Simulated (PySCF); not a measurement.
# Stationary points of SO(OH)

Level of theory: PySCF, PBE0, basis S def2-TZVP, O def2-TZVP, H def2-TZVP (no relativity, density fitting).

Relaxations began from a few typed shapes; open shells are unrestricted. The search is not exhaustive: other isomers or separated fragments can lie lower, and high-lying points may rest on an excited occupation.

(1) Which is the lowest minimum found?
A. doublet Cs: O–H 0.968 Å, S–O 1.474 Å, S–O 1.762 Å; H–O–S 115.7°, O–S–O 160.7°
B. doublet C1: O–H 0.969 Å, S–O 1.466 Å, S–O 1.628 Å; H–O–S 108.8°, O–S–O 108.9°

Results:

(1) B. The others lie at 240.9 (doublet Cs) kJ/mol above it.
